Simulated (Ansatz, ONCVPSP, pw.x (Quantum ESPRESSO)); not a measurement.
From atom to crystal: ONCV potential for V (Z = 23)

ONCVPSP 4.0.1 input, shortened (lines: element, Z, core and valence counts, functional; n l f; lmax; l rc ep ncon nbas qcut; lloc lpopt rc5 dvloc0; l nproj debl; icmod fcfact rcfact), PBE, scalar-relativistic:

```
  V 23.00    5    2        4      upf
    1    0    2.00
    2    0    2.00
    2    1    6.00
    3    0    2.00
    3    1    6.00
    3    2    4.00
    4    0    1.00
    2
    0    3.15    0.00    5    9    1.90
    1    2.50    0.46    4    7    3.10
    2    1.60    0.00    4    9    7.80
    4    2    1.50    0.00
    0    2    0.80
    1    2    2.50
    2    2    1.10
    3    1.75    1.45
```

Atomic tests: cutoffs needed: 28 Ha and 72 Ha (the cutoffs (Ha) at which the residual kinetic energy of the hardest occupied pseudo-wave falls to 1 and 0.1 mHa per electron); ghost test: no bound ghost flagged; GHOST(+) flagged for s at 39.2 eV, s at 42.8 eV; configuration tests: 1 of 4 tests not solved or not reliable.

Crystal test: bcc V in pw.x 7.5, no spin, 15³ k-points, Fermi–Dirac smearing 0.01 Ry, cutoffs 165/660 Ry. The reference is all-electron LAPW (Ansatz 0.2.0) with the same functional, mesh and smearing; V0 and B0 come from Birch–Murnaghan fits to the pressures at five volumes. Errors are pseudo minus all-electron; Δ is the rms difference of the E(V) curves that follow from these fits, minima aligned, over ±6 % about the mean V0. Mesh and smearing are coarse, so the numbers serve the comparison and aren't converged zero-temperature values; the lattice is a test structure that the element need not adopt.

All-electron: a0 = 3.000 Å (V0 = 13.50 Å³/atom), B0 = 179.4 GPa.

Question: How far does the potential miss the all-electron equation of state?

Answer: mean pressure error (GPa): -5.13; a0 (Å): 2.970; a0 error (%): -0.99; B0 error (%): -2.2; Δ (meV/atom): 15.5. The largest radius (3.15 bohr) exceeds half the bond length (2.45 bohr), so the spheres overlap, which is one possible source of error among others. This is a poor potential for the solid. The generator flags a localised state at positive energy (s at 39 eV, s at 43 eV). Atomic configuration tests: 1 of 4 tests not solved or not reliable.

```
V (Å³/atom)  P all-electron (GPa)  P pseudo (GPa)
     12.758                 11.27            4.91
     13.093                  5.78            0.12
     13.429                  0.92           -4.14
     13.765                 -3.39           -7.92
     14.100                 -7.21          -11.27
```

Question: At the middle volume, how do free energy and pressure move when the wave cutoff is lowered (ecutrho kept at four times it)?

Answer:

| cutoff (Ry) | shift of F (meV/atom) | shift of P (GPa) |
| --- | --- | --- |
| 74 | +12.8 | -0.16 |
| 99 | +6.9 | +0.12 |
| 132 | +2.4 | +0.15 |

The 8 pw.x runs together took about 4.5 min on one core of a shared server CPU.
